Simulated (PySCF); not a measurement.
Breaking a bond: SMILES CN (CH5N). The N2–H7 bond (N2 also carries C, H; H7 carries nothing else) is stretched with both fragments frozen at the PBE0/def2-TZVP optimised geometry.

Computed with CCSD(T) on UHF/cc-pVDZ, 2 core orbitals frozen (PySCF).

Question: Relative to R = 1.01 Å, what are the energies at R = 0.75, 0.96, 0.98, 1.38 Å?

Answer: 114.6 mEh at 0.75 Å, 3.5 mEh at 0.96 Å, 1.5 mEh at 0.98 Å, 50.6 mEh at 1.38 Å.

The unrestricted determinant behind UCCSD(T) is spin-contaminated at 1.51 to 3.54 Å (<S²> up to 1.0, against 0.00 for a pure singlet).
